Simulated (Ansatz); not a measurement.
`CCCCCCCC`, charge 0, multiplicity 1.

Give a relaxed structure at PBE0-D4/def2-TZVP (Ansatz 0.2.0). (An estimate is asked.)

The calculation gave: 
Z-matrix (Å, degrees):
```
C
C 1 1.520
H 1 1.092 2 111.9
H 1 1.092 2 111.2 3 120.1
H 1 1.094 2 111.0 3 -120.1
C 2 1.523 1 114.1 3 63.3
H 2 1.097 1 109.5 3 -59.3
H 2 1.095 1 109.0 3 -174.9
C 6 1.521 2 114.4 1 -64.8
H 6 1.096 2 109.0 1 173.2
H 6 1.098 2 109.2 1 57.8
C 9 1.521 6 112.8 2 -177.3
H 9 1.094 6 109.7 2 60.2
H 9 1.098 6 109.2 2 -55.7
C 12 1.523 9 114.5 6 176.7
H 12 1.096 9 108.7 6 54.7
H 12 1.098 9 109.2 6 -60.4
C 15 1.521 12 114.6 9 65.3
H 15 1.098 12 109.3 9 -57.5
H 15 1.096 12 109.0 9 -172.8
C 18 1.519 15 112.7 12 177.0
H 18 1.095 15 109.9 12 -60.9
H 18 1.097 15 109.0 12 55.0
H 21 1.094 18 111.1 15 -59.6
H 21 1.092 18 111.7 15 -179.9
H 21 1.094 18 111.0 15 59.9
```
This is one stationary point; other conformers may exist.
